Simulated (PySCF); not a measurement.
The vertical singlet excitations below were computed for one of the candidates. Theory: PySCF, TDDFT CAM-B3LYP/def2-SVPD, vertical, gas phase, core orbitals frozen in the response. Geometries: PBE0-D3(BJ)/def2-SVP, one conformer each.

```
state  E (eV)       f  main configurations (H = HOMO, L = LUMO)
   S1    6.21   0.124                                 H→L (96%)
   S2    6.55  0.0028                               H-1→L (93%)
   S3    6.78  0.0020                               H→L+1 (93%)
   S4    7.34   0.055                  H→L+4 (70%), H-2→L (25%)
   S5    7.47  0.0004                               H→L+2 (87%)
   S6    7.82  0.0093                  H→L+3 (82%), H→L+5 (12%)
   S7    8.07  0.0003                H-1→L+4 (70%), H→L+5 (16%)
   S8    8.09   0.014                H→L+5 (60%), H-1→L+4 (19%)
   S9    8.40   0.386                  H-2→L (67%), H→L+4 (23%)
  S10    8.51   0.052                             H-1→L+1 (80%)
```

Question: Which candidate is it? All have the formula C4H5NO.
A. `Cc1cocn1`
B. `N#CC[C@@H]1CO1`
C. `C[C@H](C#N)C=O`

Answer: A. Its S1 lies at 6.21 eV; the nearest of the others has S1 at 7.61 eV. S1 is HOMO→LUMO (96%). Löwdin shares by element: HOMO carbon 72% or more, oxygen 9% (atoms not listed hold the other 19%); LUMO carbon 38% or more, oxygen 21%, nitrogen 13% (atoms not listed hold the other 28%). At the same level the other candidates give, for their lowest levels:
- `C[C@H](C#N)C=O`: 4.28 eV (f 0.000); 7.30 eV (f 0.004); 7.56 eV (f 0.010); 7.69 eV (f 0.009); 7.95 eV (f 0.006); T1 3.67 eV; HOMO -9.76, LUMO -0.51 eV
- `N#CC[C@@H]1CO1`: 7.61 eV (f 0.000); 7.94 eV (f 0.010); 8.01 eV (f 0.002); 8.16 eV (f 0.002); 8.37 eV (f 0.019); T1 6.28 eV; HOMO -10.09, LUMO 1.02 eV
Triplets come from the Tamm–Dancoff approximation.
